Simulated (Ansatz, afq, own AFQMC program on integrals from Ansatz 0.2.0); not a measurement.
**CH3⁺, singlet in cc-pVDZ, levels against full CI**

```yaml
atoms:
  - { symbol: C, position_ang: [0.0130, 0.0232, -0.0001] }
  - { symbol: H, position_ang: [1.1062, 0.0371, -0.0003] }
  - { symbol: H, position_ang: [-0.5456, 0.9629, -0.0029] }
  - { symbol: H, position_ang: [-0.7155, -1.2765, 0.0041] }
```

Basis cc-pVDZ. Only valence electrons are correlated. AFQMC by an in-house program on the Cholesky factors that Ansatz 0.2.0 writes for its CCSD(T) run. The CISD trial takes its coefficients from CCSD amplitudes. Released means that phaseless walkers are propagated on without the constraint, phases kept. Uncertainties: one standard error, sampling alone.

Determinant: RHF, the one that the program's search chose, which needn't be the lowest solution. The geometry is a point of a scan.

Full CI on the same integrals is exact in this basis and with this determinant's frozen core.

- T1 diagnostic: 0.0071
- weight of the determinant in the CISD state: 0.934
- size of the correlated space: 6 electrons in 28 orbitals

Reference: full CI, correlation energy -3.848 eV. The released energy is read at 2.40 1/Eh (meV from the phaseless value at times in 1/Eh: -3.8 ± 1.2 at 0.24, -5.0 ± 1.2 at 0.51, -6.5 ± 1.2 at 0.99, -6.5 ± 1.1 at 1.62, -6.0 ± 1.0 at 2.40).

```csv
level,E − E(reference) (meV),share of correlation (%)
HF,3847.6,0.00
MP2,797.2,79.28
CCSD,80.6,97.91
CCSD(T),16.0,99.58
CCSDT,3.2,99.92
CCSDT(Q),0.5,99.99
CCSDTQ,0.1,100.00
ph-AFQMC/CISD,4.8 ± 1.5,99.88
released AFQMC,-1.2 ± 1.0,100.03
```

CCSDT and higher add their correlation energy to the determinant of the CCSD(T) run, since their own runs factorise the integrals more tightly (a shift of under 2 meV). A walk keeps the symmetry of its determinant, which the program's search chose and which needn't be the lowest solution, so a lower state of the same spin and another symmetry isn't excluded. Released energies are given only where the last usable release times agree within the noise; a slower fall can still hide under it.
